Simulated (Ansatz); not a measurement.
Barrier height from H + HO to the transition structure H2O, without zero-point energy, on the benchmark's geometries as Psi4's copy of the set gives them.
Transition structure (charge 0, multiplicity 3, Z-matrix in Å and degrees):
```
O
H 1 1.1893
H 2 0.9116 1 180.00
```
Reactant (charge 0, multiplicity 2):
```xyz
2

O      0.00000     0.00000     0.00000
H      0.96890     0.00000     0.00000
```

Open shells are unrestricted; no spin–orbit coupling.

Cores are frozen in the correlated methods. CBS(a, b) extrapolates the correlation energy as X⁻³ and adds the Hartree–Fock energy of set b.

Codes used: Ansatz (Gaussian orbitals). Values without a source in brackets are computed.

PBE/def2-TZVPPD gives 0.156 eV for the barrier height.

**Question.** Predict the shift from PBE, with its sign, for: r2SCAN/def2-TZVPPD, PBE0/def2-TZVPPD, wB97M-V/def2-TZVPPD, B2PLYP/def2-TZVPPD, MP2/CBS(aug-cc-pVTZ, aug-cc-pVQZ), CCSD(T)/CBS(aug-cc-pVTZ, aug-cc-pVQZ).

**Answer.** r2SCAN/def2-TZVPPD -0.020; PBE0/def2-TZVPPD 0.150; wB97M-V/def2-TZVPPD 0.236; B2PLYP/def2-TZVPPD 0.189; MP2/CBS(aug-cc-pVTZ, aug-cc-pVQZ) 0.617; CCSD(T)/CBS(aug-cc-pVTZ, aug-cc-pVQZ) 0.308 eV. 5 of 6 lie above PBE; the widest gap is to MP2/CBS(aug-cc-pVTZ, aug-cc-pVQZ).

The set's own value is 10.7 kcal/mol (Zhao et al., J. Phys. Chem. A 109, 2012 (2005), HTBH38), an estimate for the real system, whose open-shell reactant is lowered by spin–orbit coupling.

Ansatz is a program for electronic structure.
